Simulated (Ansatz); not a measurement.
A made-up structure of CH$_{4}$NSi, doublet:

```
7
angstrom
C -1.2067 0.1431 -0.8218
N -0.0815 -0.6521 -0.5405
Si 1.2417 -0.2920 0.7928
H -1.9904 -0.1972 -1.6989
H -1.4743 1.1904 -0.2356
H 1.1140 1.0556 1.6609
H 2.3972 -1.2479 0.8429
```

It is relaxed with PBE-D4/def2-SVP and then PBE0-D4/def2-TZVP (Ansatz 0.2.0). Atoms count as bonded within 1.22 times the sum of their covalent radii (H–H: 0.88 Å). The end point is not checked to be a true minimum.

Question: Does its bonding change? (A judgement: the text doesn't fix the answer.)

Answer: The calculation gives: No: no bond forms or breaks.

Where it ends: The first stage lowers the energy by 1.30 eV in 11 steps. It ends as CH₄NSi ([CH2][N][SiH2]):
C1  (-1.073, 0.133, -0.740)
N2  (-0.141, -0.650, -0.395)
Si3  (0.936, -0.431, 0.929)
H4  (-1.740, -0.138, -1.565)
H5  (-1.274, 1.105, -0.264)
H6  (1.025, 0.972, 1.442)
H7  (2.266, -0.990, 0.592)
(Å)

Labels in which every atom is bracketed show which atoms are joined, not bond orders.

For scale, one of the runs: PBE0-D4/def2-TZVP relaxation, 123 basis functions, launched by `ansatz run in.yaml --threads 2 --pin off --events-out ev --progress --plain --max-ram 4352MiB`. The run took about 31 s on 2 CPU threads of an Arm Neoverse V1 (shared host).
